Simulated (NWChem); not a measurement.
System: dichloromethane (CH2Cl2); SMILES ClCCl

```xyz
5

Cl     1.4955     0.0000     0.2117
C      0.0000     0.0000    -0.7731
Cl    -1.4955     0.0000     0.2117
H      0.0000     0.8991    -1.3852
H      0.0000    -0.8991    -1.3852
```
Atoms are numbered in this order, from 1.

Computed with NWChem. Geometry optimised at B3LYP/6-31G*; all other runs use it. Pople sets run with spherical d functions.

```
quantity                                                          level       value
--------------------------------------------------  -------------------  ----------
dipole in solution (D) in water                       B3LYP/6-31G*, SMD        2.43
vertical, lowest state with f > 0.02, singlet (eV)  PBE0/def2-SVPD, TDA        7.07
isotropic polarisability (bohr³), static                 PBE0/def2-SVPD        42.9
−ε(HOMO) (eV)                                              PBE/def2-SVP  (withheld)
dipole (D)                                                 B3LYP/6-31G*  (withheld)
highest harmonic frequency (cm⁻¹)                          B3LYP/6-31G*  (withheld)
```

Q: Some entries are withheld; supply them.

A: 
- −ε(HOMO) (eV), value: 6.98
- dipole (D), value: 1.85
- highest harmonic frequency (cm⁻¹), value: 3223
